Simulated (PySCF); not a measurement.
These are TPSSh-D3(BJ)/def2-TZVP // CAM-B3LYP-D3(BJ)/def2-TZVP (PySCF) values and carry that method's errors. Gas-phase values, no solvent. 

Reference species (SMILES): `[F][Al][F]` (neutral, multiplicity 2).

```
Property                         Result
-----------------------------  --------
highest occupied spin orbital  -6.45 eV
```

Changed species: `[NH2]` (radical fragment; the reference has radical fragment).

**Question.** What does the change do to the highest occupied spin orbital?

**Answer.** the highest occupied spin orbital drops by 1.36 eV, to -7.81 eV.
